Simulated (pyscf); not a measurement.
PySCF, gas phase, ωB97X-D3(BJ)/def2-SVP geometries.

Task: Estimate the classical barrier height and the reaction energy of HO–AlH–PH₂ + hydrogen (H₂) -> H₂Al–PH₂ + water (H₂O) at M06-2X/def2-TZVP. The step runs on the singlet surface, breaks Al–O, H–H and forms Al–H, H–O; take the separated reactants as zero.

Result: ΔE‡ = 26.2 kcal/mol, ΔE = +32.9 kcal/mol. ωB97M-D3(BJ)/def2-TZVP gives 24.4 kcal/mol and +29.4 kcal/mol. Zero-point energy shifts the barrier by +2.9 kcal/mol. It is a four-centre exchange, with an imaginary mode of 1302i cm⁻¹. On the product side the descent ends in an adduct with a Al–O contact, 22.7 kcal/mol under the separated species and 16.9 kcal/mol under the saddle at ωB97X-D3(BJ)/def2-TZVP. At M06-2X the saddle lies under the separated products, which points to a path from their complex (located at ωB97X-D3(BJ) alone), and parting the products costs more than the saddle. What is counted as broken (Al–O) persists as a longer contact in the product adduct; parting that adduct is a step of its own. At the saddle there is also a short Al–H contact that neither side keeps. This is the saddle that the search found; another between the same sides may lie lower.
